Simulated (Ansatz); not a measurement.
C3H10N2 (`CNCCN`) from Hartree–Fock to CCSD(T)

Z-matrix (Å, degrees):
```
C
N 1 1.445
H 1 1.103 2 114.0
H 1 1.092 2 109.9 3 121.7
H 1 1.094 2 109.5 3 -120.3
C 2 1.448 1 113.6 3 55.2
H 2 1.013 1 109.7 3 -67.3
C 6 1.521 2 110.5 1 174.6
H 6 1.106 2 112.8 1 -62.0
H 6 1.097 2 107.8 1 55.3
N 8 1.451 6 115.2 2 -60.6
H 8 1.094 6 109.4 2 176.2
H 8 1.098 6 108.7 2 61.0
H 11 1.015 8 108.4 6 46.2
H 11 1.013 8 109.9 6 -69.4
```

The species carries charge 0 and has multiplicity 1. Geometry: relaxed with PBE0-D4/def2-TZVP. It is one conformer, not always the lowest. Frozen core, restricted reference, the Gaussian-basis code of Ansatz. CBS rows extrapolate triple and quadruple zeta; past MP2 they add the triple-zeta difference.

```tsv
basis	HF (Eh)	MP2 corr.
def2-SVP	-228.13772	-0.77559
def2-TZVPP	-228.39605	-0.95869
def2-QZVPP	-228.40734	-1.02213
```

(1) Estimate the CCSD correlation energy and the (T) correction in each basis where they were run (hartree).

Answers

(1) 
```json
{"basis": "def2-SVP", "CCSD corr.": "-0.83787", "(T)": "-0.02337"}
{"basis": "def2-TZVPP", "CCSD corr.": "-1.00698", "(T)": "-0.03879"}
{"basis": "CBS(def2)", "CCSD corr.": "-1.11740", "(T)": "as TZ"}
```
